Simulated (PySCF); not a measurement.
BH₂Cl, optimised at GFN2-xTB:

```xyz
4

B      0.2384    -0.0845    -0.1917
Cl    -0.0662     0.7179    -1.6284
H     -0.1711    -1.1736    -0.0510
H      0.8549     0.4594     0.6435
```

Method: PySCF energies (xtb for GFN2) plus ideal-gas RRHO corrections (1 bar). 6-31G* has spherical d functions here. All species are closed-shell singlets. B3LYP is the form with VWN-RPA correlation. BH₂Cl: computed as isolated molecules; such fragments, hydroxides, amides, oligomers or adducts are transient or little studied in the gas.

Q: List the harmonic frequencies (cm⁻¹, unscaled) at this level and at the other levels, each on its own geometry.

A: 
- GFN2-xTB: 801, 828, 871, 1183, 2608, 2649
- B3LYP/6-31G*: 826, 885, 1005, 1245, 2655, 2770
- HF/6-31G*: 849, 942, 1077, 1338, 2772, 2884
- PBE/def2-SVP: 830, 843, 964, 1175, 2536, 2660
- PBE0/def2-TZVP: 841, 866, 995, 1218, 2613, 2727
